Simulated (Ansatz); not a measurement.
Process, species as SMILES: F[C](F)F → C atom + 3 F atom
B3LYP-D3(BJ)/def2-TZVP geometries, fixed; electronic energies without zero-point terms.

Basis-set convergence of the atomisation energy at CCSD(T) with Ansatz (an electronic-structure program). All functions are spherical. Cores are frozen. Open shells are unrestricted. No added dispersion term, no relativity. Functions are those of the species that has most. Reference: Hartree-Fock in cc-pVQZ plus the correlation part extrapolated as X^-3 from cc-pVTZ and cc-pVQZ, 344.50 kcal/mol, itself unsure by roughly 1.72 kcal/mol (a third of the extrapolation step and of the last Hartree-Fock step). Deviations are taken from unrounded values.

```
basis              functions  atomisation energy (kcal/mol)  minus reference (kcal/mol)
-----------------  ---------  -----------------------------  --------------------------
STO-3G                    20                         260.18                      -84.32
cc-pVDZ                   56                         308.20                      -36.30
6-311G**                  72                         315.28                      -29.22
6-311+G**                 88                         314.12                      -30.38
def2-SVPD                 89                         328.61                      -15.90
aug-cc-pVDZ               92                         315.00                      -29.50
6-311++G(2d,2p)          108                         320.39                      -24.11
cc-pVTZ                  120                         333.27                      -11.23
pcseg-2                  120                         335.38                       -9.13
def2-TZVPP               124                         333.34                      -11.17
6-311++G(3df,3pd)        156                         339.23                       -5.28
aug-cc-pVTZ              184                         336.27                       -8.23
pcseg-3                  240                         342.33                       -2.17
```
